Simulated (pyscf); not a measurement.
Four-centre exchange: HF (SMILES F) + F–Al(F)–F (SMILES [F][Al]([F])[F]) → F–Al(F)–F (SMILES [F][Al]([F])[F]) + HF (SMILES F)

Gas phase, singlet surface, charge 0. Bonds broken: F1–H6, Al2–F5. Bonds formed: F1–Al2, F5–H6. PySCF, gas phase, ωB97X-D3(BJ)/def2-SVP geometries. MP2 and CC: frozen core, UHF for open shells. ΔMP2 is the change of the MP2 total energy from the triple- to the quadruple-zeta basis.

Transition state (Å):

```xyz
6

F      0.0819    -0.8711     1.2264
Al    -0.0304    -0.6966    -0.5842
F      0.3482    -2.0910    -1.3804
F     -1.2694     0.2847    -1.0567
F      1.4429     0.2358    -0.0522
H      1.0024    -0.2032     0.9425
```

One imaginary mode, 557i cm⁻¹; descent along it reached the two sides named, in the forms told below.

```
bond    change  reactant side (Å)  saddle  product side
------  ------  -----------------  ------  ------------
F1–H6   breaks              0.957   1.172         1.800
Al2–F5  breaks              1.696   1.823         1.978
F1–Al2   forms              1.979   1.822         1.696
F5–H6    forms              1.791   1.173         0.957
```

Electronic energies relative to the separated reactants (kcal/mol):

```json
[
 {"level": "ωB97X-D3(BJ)/def2-TZVP", "barrier": "-12.8", "reaction energy": "0.0", "reverse barrier": "-12.8"},
 {"level": "PBE/def2-TZVP", "barrier": "-14.6", "reaction energy": "0.0", "reverse barrier": "-14.6"},
 {"level": "r²SCAN/def2-TZVP", "barrier": "-16.0", "reaction energy": "0.0", "reverse barrier": "-16.0"},
 {"level": "B3LYP-D3(BJ)/def2-TZVP", "barrier": "-12.4", "reaction energy": "0.0", "reverse barrier": "-12.4"},
 {"level": "PBE0-D3(BJ)/def2-TZVP", "barrier": "-13.8", "reaction energy": "0.0", "reverse barrier": "-13.8"},
 {"level": "M06-2X/def2-TZVP", "barrier": "-14.9", "reaction energy": "0.0", "reverse barrier": "-14.9"},
 {"level": "ωB97M-D3(BJ)/def2-TZVP", "barrier": "-12.5", "reaction energy": "0.0", "reverse barrier": "-12.5"},
 {"level": "HF/def2-TZVP", "barrier": "-2.2", "reaction energy": "0.0", "reverse barrier": "-2.2"},
 {"level": "MP2/def2-QZVPP", "barrier": "-11.0", "reaction energy": "0.0", "reverse barrier": "-11.0"},
 {"level": "CCSD/def2-TZVPP", "barrier": "-9.6", "reaction energy": "0.0", "reverse barrier": "-9.6"},
 {"level": "CCSD(T)/def2-TZVPP", "barrier": "-11.2", "reaction energy": "0.0", "reverse barrier": "-11.2"},
 {"level": "CCSD(T)/def2-TZVPP + ΔMP2(QZVPP)", "barrier": "-10.9", "reaction energy": "0.0", "reverse barrier": "-10.9"}
]
```

With CCSD(T)/def2-TZVPP + ΔMP2(QZVPP) energies and thermal terms (ideal gas, 1 atm, RRHO with modes under 100 cm⁻¹ raised to 100, one conformer, R ln 2 for rigid chiral ones), in kcal/mol:

```csv
T (K),ΔH‡,ΔG‡,ΔH,ΔG
298,-11.8,-1.9,0.0,0.0
600,-12.2,8.4,0.0,0.0
900,-12.1,18.8,0.0,0.0
1200,-11.7,29.0,0.0,0.0
```

On the reactant side the descent ends in an adduct with a Al–F contact, 17.6 kcal/mol under the separated species and 4.8 kcal/mol under the saddle at ωB97X-D3(BJ)/def2-TZVP. On the product side the descent ends in an adduct with a Al–F contact, 17.6 kcal/mol under the separated species and 4.8 kcal/mol under the saddle at ωB97X-D3(BJ)/def2-TZVP. At ωB97X-D3(BJ), PBE, r²SCAN, B3LYP-D3(BJ), PBE0-D3(BJ), M06-2X, ωB97M-D3(BJ), HF, MP2, CCSD, CCSD(T), CCSD(T) the saddle lies under the separated reactants, which points to a path from their complex (located at ωB97X-D3(BJ) alone). At ωB97X-D3(BJ), PBE, r²SCAN, B3LYP-D3(BJ), PBE0-D3(BJ), M06-2X, ωB97M-D3(BJ), HF, MP2, CCSD, CCSD(T), CCSD(T) the saddle lies under the separated products, which points to a path from their complex (located at ωB97X-D3(BJ) alone). What is counted as formed (Al–F) is already present as a longer contact in the reactant adduct; forming that adduct is a step of its own. What is counted as broken (Al–F) persists as a longer contact in the product adduct; parting that adduct is a step of its own. One saddle was located; it need not be the lowest between these sides. The CCSD(T) − MP2 part came from Ansatz, without density fitting, on the same reference.
